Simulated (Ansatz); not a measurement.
# C₄H₆ (singlet): the correlation ladder, 6-31G

How much of the correlation energy of C₄H₆ (singlet) does each wave-function method recover here?

Program: Ansatz 0.2.0, Gaussian basis. Level of theory: 6-31G, core rule «outside noble gas», up to 4 orbitals frozen. These are calculated values, not measurements.

The runs, in order: UHF; CCSD(T) on RHF; CCSD(T) on UHF; BCCD(T) on RHF; CISD; CCSDT(Q) on RHF; CCSDT(Q) on UHF; CASSCF and MRCISD+Q, 8 electrons in 8 orbitals; CASSCF and NEVPT4(SD), 8 electrons in 8 orbitals; CASSCF and NEVPT2, 8 electrons in 8 orbitals.

18 further runs of the same task are left out: 1 that didn't finish, 17 set aside as unsound or not needed.

## Step 1: What is computed

The geometry is an MP2(full)/6-31G* stationary point (not a proven minimum).

10 atoms, charge 0, spin multiplicity 1.

Atoms are counted from 1 here; the program's logs count them from 0.

Bond lengths: C1–C2 1.342 Å, C1–H5 1.084 Å, C1–H6 1.086 Å, C2–C3 1.456 Å, C2–H7 1.090 Å, C3–C4 1.342 Å, C3–H8 1.090 Å, C4–H9 1.086 Å, C4–H10 1.084 Å. Angles: C2–C1–H5 121.8°, C2–C1–H6 121.4°, H5–C1–H6 116.8°, C1–C2–C3 123.7°, C1–C2–H7 119.6°, C3–C2–H7 116.7°, C2–C3–C4 123.7°, C2–C3–H8 116.7°, C4–C3–H8 119.6°, C3–C4–H9 121.4°, C3–C4–H10 121.8°, H9–C4–H10 116.8°.

Geometry (Å):

| atom | x (Å) | y (Å) | z (Å) |
| --- | --- | --- | --- |
| C1 | 0.6057 | 1.7466 | 0.0000 |
| C2 | 0.6057 | 0.4041 | 0.0000 |
| C3 | -0.6057 | -0.4041 | 0.0000 |
| C4 | -0.6057 | -1.7466 | 0.0000 |
| H5 | 1.5276 | 2.3174 | 0.0000 |
| H6 | -0.3211 | 2.3131 | 0.0000 |
| H7 | 1.5535 | -0.1336 | 0.0000 |
| H8 | -1.5535 | 0.1336 | 0.0000 |
| H9 | 0.3211 | -2.3131 | 0.0000 |
| H10 | -1.5276 | -2.3174 | 0.0000 |

## Step 2: UHF

in.yaml reads:

```yaml
crystal:
  periodic: [false, false, false]
  atoms:
    - {symbol: C, position_ang: [0.605711, 1.746550, 0.000000]}
    - {symbol: C, position_ang: [0.605711, 0.404083, 0.000000]}
    - {symbol: C, position_ang: [-0.605711, -0.404083, 0.000000]}
    - {symbol: C, position_ang: [-0.605711, -1.746550, 0.000000]}
    - {symbol: H, position_ang: [1.527617, 2.317443, 0.000000]}
    - {symbol: H, position_ang: [-0.321132, 2.313116, 0.000000]}
    - {symbol: H, position_ang: [1.553503, -0.133640, 0.000000]}
    - {symbol: H, position_ang: [-1.553503, 0.133640, 0.000000]}
    - {symbol: H, position_ang: [0.321132, -2.313116, 0.000000]}
    - {symbol: H, position_ang: [-1.527617, -2.317443, 0.000000]}
basis:
  gaussian: {orbitals: 6-31G}
magnetization: {spin_polarized: true, initial_magnetization: 0}
hamiltonian: {xc: hf}
output: {orbitals: {seedname: orbitals}}
```

The run is started by

```bash
$ ansatz run in.yaml --threads 1 --pin off --events-out ev --progress --plain --max-ram 2560MiB --backend cpu
```

Further steps of the session: CCSD(T) on RHF; CCSD(T) on UHF; BCCD(T) on RHF; CISD; CCSDT(Q) on RHF; CCSDT(Q) on UHF; CASSCF and MRCISD+Q, 8 electrons in 8 orbitals; CASSCF and NEVPT4(SD), 8 electrons in 8 orbitals; CASSCF and NEVPT2, 8 electrons in 8 orbitals.

Q: Predict the results of all the runs planned. Wanted: RCCSDT(Q) below the RHF energy; RMP2 from RCCSDT(Q); UMP2 from RCCSDT(Q); RCCSD from RCCSDT(Q); RCCSD(T) from RCCSDT(Q); UCCSD(T) from RCCSDT(Q); UCCSDT(Q) from RCCSDT(Q); NEVPT4(SD) frontier from RCCSDT(Q); MRCISD+Q frontier from RCCSDT(Q).

As calculated:

```
                          quantity                                         value
    RCCSDT(Q) below the RHF energy                                   -11.1937 eV
               RMP2 from RCCSDT(Q)                               +36.85 kcal/mol
               UMP2 from RCCSDT(Q)                               +52.80 kcal/mol
              RCCSD from RCCSDT(Q)                                +8.68 kcal/mol
           RCCSD(T) from RCCSDT(Q)                                +0.95 kcal/mol
           UCCSD(T) from RCCSDT(Q)                                +2.03 kcal/mol
          UCCSDT(Q) from RCCSDT(Q)                                +0.02 kcal/mol
NEVPT4(SD) frontier from RCCSDT(Q)                                +5.40 kcal/mol
  MRCISD+Q frontier from RCCSDT(Q)                                +3.85 kcal/mol
 levels within 1 kcal/mol (43 meV)  RCCSD(T), BCCD(T), RCCSDT, UCCSDT, UCCSDT(Q)
                     T1 diagnostic                                         0.010
```

What this shows: RCCSD(T) misses by +0.95 kcal/mol, 0.4 % of the correlation energy. CCSD(T) misses by +0.95 kcal/mol on the restricted determinant and by +2.03 kcal/mol on the unrestricted one; the two need not hold the same state or core. Of the multireference levels listed MRCISD+Q frontier comes nearest in total energy (+3.85 kcal/mol), which doesn't show that its space is the better one. These misses are within one basis, not against nature.
